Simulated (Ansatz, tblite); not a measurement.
Removing an electron: H2S2. Charge 0, multiplicity 1. Geometry: PBE0-D4/def2-TZVP. Ansatz, gas phase; energy differences of separate SCF runs; the oxidised species was run as a doublet alone.

```xyz
4

S    -0.518   -0.603    0.797
S     0.847   -0.269   -0.690
H    -0.362    0.549    1.477
H     0.032    0.323   -1.584
```

The xTB rows come from tblite. Correlated methods freeze 10 core orbitals. HOMO above LUMO, or a gap near zero within one spin, warns that the state may not be the lowest or that an electron is smeared out.

```csv
level,−HOMO (eV),vertical IE (eV),−LUMO (eV),HOMO–LUMO gap (eV),remarks
GFN2-xTB,10.92,14.21,7.35,3.57,–
PBE-D4/def2-TZVP,6.27,9.74,1.90,4.36,gap within one spin near zero (+1 doublet)
r2SCAN-D4/def2-TZVP,6.55,9.87,1.68,4.87,–
PBE0-D4/def2-TZVP,7.52,9.94,0.89,6.63,–
CCSD(T)/def2-TZVPP,–,9.97,–,–,–
```

Problem. Estimate the rows for GFN1-xTB, HF/def2-TZVPP, MP2/def2-TZVPP, CCSD/def2-TZVPP.

Solution. 
| level | −HOMO (eV) | vertical IE (eV) | −LUMO (eV) | HOMO–LUMO gap (eV) |
| --- | --- | --- | --- | --- |
| GFN1-xTB | 11.05 | 15.51 | 6.50 | 4.56 |
| HF/def2-TZVPP | – | 9.01 | – | – |
| MP2/def2-TZVPP | – | 10.07 | – | – |
| CCSD/def2-TZVPP | – | 9.94 | – | – |

  Raw xTB energy differences between charge states are shifted by several eV; the methods need an empirical correction for them.
